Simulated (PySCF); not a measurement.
PySCF input (M06-2X/6-311+G**):

```python
from pyscf import gto, dft

mol = gto.M(
    atom='''
    C     0.00870368    0.24236856    1.01481407
    C    -0.00086318    0.31258279   -0.29157606
    Cl    0.01236969   -0.93835860    2.16987396
    Cl   -0.01462855   -1.09299102   -1.31673384
    Cl   -0.00050837    1.83548443   -1.10840059
    ''',
    basis='6-311+g**',
    charge=0,
    spin=1,
    verbose=4,
)

mf = dft.UKS(mol, xc='m062x').density_fit(auxbasis='def2-universal-jkfit')
mf.grids.level = 4
mf.conv_tol = 1e-9
mf.max_cycle = 100
mf.max_memory = 1500
mf.kernel()
if not mf.converged:
    mf = mf.newton()
    mf.kernel(mf.make_rdm1())
mo, _, stable, _ = mf.stability(return_status=True)
if not stable:
    mf.kernel(mf.make_rdm1(mo, mf.mo_occ))
    stable = mf.stability(return_status=True)[2]
mf.dip_moment()
```

Problem. Predict the final energy.

Solution. -1456.67188 Eh.
